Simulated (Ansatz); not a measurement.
This geometry of BH3NS (6 atoms, charge 0, multiplicity 2) is a first-order saddle point.

Computed with UKS B3LYP/def2-SVP in Ansatz.

```xyz
6
Properties=species:S:1:pos:R:3
N -0.646 0.068 -0.793
B -0.492 -0.265 0.537
S 1.101 -0.769 1.336
H -1.540 0.331 -1.195
H 0.120 0.060 -1.468
H 1.499 0.511 1.536
```

Which two structures does it join? (They come from a converged band through this point; their orientation in space is the band's.)

No bond is made or broken. The dihedral N1–B2–S3–H6 goes from 0 to 180°.

Image 0:

```xyz
6
Properties=species:S:1:pos:R:3
N -0.627 0.085 -0.759
B -0.540 -0.446 0.518
S 0.786 -0.483 1.720
H -1.468 0.021 -1.322
H 0.134 0.575 -1.228
H 1.757 0.183 1.025
```

Image 6:

```xyz
6
Properties=species:S:1:pos:R:3
N -0.689 0.116 -0.882
B -0.204 -0.253 0.364
S 1.452 0.073 1.017
H -1.633 -0.103 -1.179
H -0.156 0.625 -1.585
H 1.272 -0.522 2.217
```

How far does it lie above each of them?

6.2 kcal/mol above the first and 6.9 kcal/mol above the second. This is the barrier of this one path; another mechanism may lie lower.

Run time: 2.4 min on 1 thread of Arm Neoverse V2 (shared host), peak memory 0.22 GiB.
